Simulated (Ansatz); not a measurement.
Relaxed structures of CH₄BS, doublet (PBE0-D4/def2-TZVP; forces vanish, vibrations not checked; lower isomers may exist, and structures with a doubtful reference or unclear bonds are left out; Å). Program: Ansatz 0.2.0. Basis: def2-TZVPP. Cores are frozen in the correlated methods; orbitals are unrestricted.

Task: Rank them by CCSD(T) energy, lowest first, and give each one's height above the lowest. Links in brackets join atoms within 1.22 times the sum of their covalent radii (1.1 for two metals). (Judge from chemistry; the value comes from the calculation.)
A.
CH₄BS ([CH2][BH][SH])
```
7
angstrom
C -0.7045 0.4289 -0.5878
B 0.1330 0.2481 0.6622
S 1.3741 -1.0272 0.8266
H -0.6084 -0.2024 -1.4675
H -1.4560 1.2080 -0.6756
H 0.0201 0.9473 1.6243
H 1.2417 -1.6026 -0.3823
```
B.
CH₄BS ([BH2][CH][SH])
```
7
angstrom
C 0.1421 0.2199 0.6320
B -0.7004 0.4181 -0.5981
S 1.3291 -0.9756 0.8301
H -0.5504 -0.3104 -1.5402
H -1.5117 1.2956 -0.6326
H 0.0629 0.8391 1.5223
H 1.2024 -1.5561 -0.3781
```
C.
CH₄BS ([CH3][BH][S])
```
7
angstrom
C -0.6459 0.2249 -0.6935
B 0.2063 0.1309 0.6192
S 1.8608 -0.3892 0.7137
H -0.1197 -0.0640 -1.6031
H -1.0136 1.2502 -0.8080
H -0.2754 0.4316 1.6825
H -1.5360 -0.4042 -0.5856
```

Result: Computed: C (0.000 eV), A (0.540 eV), B (1.358 eV). Heights count from the lowest.

No T1 diagnostic of these runs exceeds 0.024. ⟨S²⟩ of the unrestricted Hartree–Fock references: 0.76 to 0.77 (a pure state has 0.75).

For scale, one of the runs: CCSD(T)/def2-TZVPP, 160 basis functions, launched by `ansatz run in.yaml --threads 2 --pin off --events-out ev --progress --plain --max-ram 4352MiB`. Hardware: 2 CPU threads of an Arm Neoverse V2, shared host. Wall time 56 s; peak host memory 2.7 GiB.
